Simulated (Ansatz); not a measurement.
# AlH (singlet): the correlation ladder at distance Al1–H2 = 1.519 Å, cc-pVQZ

The task here is to estimate one member of a computed series from the others.

Program: Ansatz 0.2.0, Gaussian basis. Level of theory: cc-pVQZ, core rule «outside noble gas», up to 5 orbitals frozen. These are calculated values, not measurements.

To be run: UHF; CCSD(T) on RHF; CCSD(T) on UHF; BCCD(T) on RHF; CCSDT(Q) on RHF; CCSDT(Q) on UHF; CASSCF and NEVPT2, 4 electrons in 5 orbitals; Full CI.

17 further runs of the same task are left out: 10 that didn't finish, 7 set aside as unsound or not needed.

### What is computed

The geometry derives from a PBE0/def2-TZVP stationary point (not a proven minimum). One bond is set to the value named and the two fragments are kept rigid.

2 atoms, charge 0, spin multiplicity 1.

Atoms are counted from 1 here; the program's logs count them from 0.

Bond lengths: Al1–H2 1.519 Å.

Set-up of the first run:

The input, in.yaml:

```yaml
crystal:
  periodic: [false, false, false]
  atoms:
    - {symbol: Al, position_ang: [0.000000, 0.000000, 0.000000]}
    - {symbol: H, position_ang: [0.000000, 0.000000, 1.519000]}
basis:
  gaussian: {orbitals: cc-pVQZ}
magnetization: {spin_polarized: true, initial_magnetization: 0}
hamiltonian: {xc: hf}
output: {orbitals: {seedname: orbitals}}
```

Run with:

```sh
$ ansatz run in.yaml --threads 1 --pin off --events-out ev --progress --plain --max-ram 2393MiB
```

Among the steps run: UHF; CCSD(T) on RHF; CCSD(T) on UHF; BCCD(T) on RHF; CCSDT(Q) on RHF; CCSDT(Q) on UHF; CASSCF and NEVPT2, 4 electrons in 5 orbitals; Full CI.

One of the session's tables, all rows but one given; the rest of the session is left out.

It belongs to the step «Misses and costs». 

```
        method  from FCI (kcal/mol)
           RHF               +54.33
           UHF                    ?
          RMP2               +12.93
         RCCSD                +1.20
      RCCSD(T)                +0.25
       BCCD(T)                +0.25
        RCCSDT                +0.04
     RCCSDT(Q)                +0.01
CASSCF valence               +26.20
NEVPT2 valence                +8.94
           FCI                    0
```

**Question.** Estimate the row for UHF.

**Answer.** from FCI (kcal/mol): +53.70. In the column «from FCI (kcal/mol)» it lies between CASSCF valence (+26.20) and RHF (+54.33).

Not comparable, so not listed: CCSD(T) on UHF; CCSDT(Q) on UHF (they don't share determinant, frozen orbitals or solution with the rows shown, or repeat one).
